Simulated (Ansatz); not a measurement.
Input and output for `CCOCF`.

```yaml
crystal:
  periodic: [false, false, false]
  atoms:
    - {symbol: C, position_ang: [-0.922675, 1.265755, 0.867149]}
    - {symbol: C, position_ang: [0.096176, 0.556581, 0.015713]}
    - {symbol: O, position_ang: [-0.162145, -0.839871, 0.077368]}
    - {symbol: C, position_ang: [0.623586, -1.592086, -0.741155]}
    - {symbol: F, position_ang: [1.930554, -1.637198, -0.286187]}
    - {symbol: H, position_ang: [-0.854758, 0.931869, 1.904044]}
    - {symbol: H, position_ang: [-1.934172, 1.068152, 0.507426]}
    - {symbol: H, position_ang: [-0.749404, 2.343558, 0.840566]}
    - {symbol: H, position_ang: [1.112121, 0.758179, 0.371061]}
    - {symbol: H, position_ang: [0.033833, 0.886522, -1.031085]}
    - {symbol: H, position_ang: [0.668974, -1.184767, -1.761010]}
    - {symbol: H, position_ang: [0.234913, -2.611896, -0.729887]}
basis:
  gaussian: {orbitals: STO-3G}
total_charge: -1
magnetization: {spin_polarized: true, initial_magnetization: 1}
hamiltonian: {xc: {name: wPBEh}, pseudopotentials: {relativity: scalar}}
accuracy: high
```

```sh
$ ansatz run in.yaml --threads 4 --pin off --events-out ev --progress --plain --max-ram 10444MiB
```

Output, abridged:

```
Functional definition: wPBEh
668 factors; integrals over basis functions are off by at most 2.9e-9 eV
84 factors; integrals over basis functions are off by at most 3.1e-10 eV
mean field evaluation 1: about -7865.3591 eV, gradient 1.6e1 eV
mean field evaluation 2: about -7862.2034 eV, gradient 2.6e1 eV
mean field evaluation 4: about -7867.5716 eV, gradient 1.8e0 eV
mean field evaluation 8: about -7867.6641 eV, gradient 1.2e-1 eV
mean field evaluation 16: about -7867.6643 eV, gradient 2.4e-4 eV
mean field -7867.66426829 eV, -289.1313289653 hartree, gradient 6.5e-8 eV, S^2 0.752731; 2 other end points of the search recorded, 0 dependent functions left out
reference -7867.66427059 eV, -289.1313290498 hartree; 22, 21 occupied and 10, 11 virtual orbitals, 668 factors
Total energy: -7867.66427059 eV, -289.1313290498 hartree
Relativity: scalar
```

Hardware: 4 threads of an Arm Neoverse V2 on a shared host. Wall time 1.8 s, peak host memory 0.21 GiB.
